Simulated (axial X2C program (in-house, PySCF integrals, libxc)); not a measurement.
O₂: cheaper levels and CCSD(T), 2c

Calculated with an in-house relativistic program for diatomic molecules. Two-component (2c) means X2C with spin–orbit coupling and atomic mean-field two-electron Coulomb and Gaunt terms. Basis: O dyall-av4z [8s7p4d3f2g] (cores contracted in-house); Gaussian nuclei, density fitting, unrestricted open shells. Masses: O 15.995 u.

State: Ω = 1 (⟨Sz⟩ = 1.00, ⟨Lz⟩ = 0.00 at HF); fragments O + O.

```tsv
level	Re (Å)	ωe (cm⁻¹)	De (eV)
PBE0	1.192	1712.8	5.41
HF	1.158	1965.8	1.57
CCSD	1.197	1675.7	4.77
PBE50	1.171	1849.9	4.65
PW91	1.218	1552.0	6.22
B3LYP	1.203	1635.4	5.37
```

Correlated methods: 12 electrons correlated (number of frozen shells: O 1 s), 332 virtual spin orbitals or spinors in MP2, 162 natural virtuals in coupled cluster.

CCSD(T), same Hamiltonian and basis:

Re = 1.208 Å, ωe = 1593.1 cm⁻¹, De = 5.10 eV; T1 = 0.017 (Lee–Taylor normalisation).

Task: Give the differences from CCSD(T) in the columns below.

Result: 

```tsv
level	ΔRe (Å)	Δωe (cm⁻¹)	ΔDe (eV)
PBE0	-0.016	120	0.31
HF	-0.050	373	-3.53
CCSD	-0.011	83	-0.33
PBE50	-0.037	257	-0.45
PW91	0.010	-41	1.12
B3LYP	-0.005	42	0.27
```

The state is a single determinant with fixed occupations, the lowest that a limited PBE0 search found. Dissociation energies refer to the lowest single-determinant-based atoms at the same level and basis. Density functionals use the spin component along the axis (collinear). Coupled cluster ran in a truncated set of natural virtual spinors; the MP2 energy of the rest was added. (T) has no such correction and the atoms are truncated less, which lowers De at CCSD(T) by a hundredth of an eV or more. A 2c atom that is not at its ground J level misses part of its spin–orbit lowering, and De is too large by that part (0.04 eV or less for light atoms). This holds for PBE0, CCSD, PBE50, PW91, B3LYP. Without a current term, density functionals place determinants with orbital angular momentum somewhat too high. With several unpaired electrons one determinant need not be a pure state. Open-shell Ω = 0 determinants with evenly filled partner blocks cannot be reached by this program, so the Ω shown need not be the lowest component. This is the Ω = 1 component of a π² triplet; the 0⁺ component is not one determinant and can lie lowest.
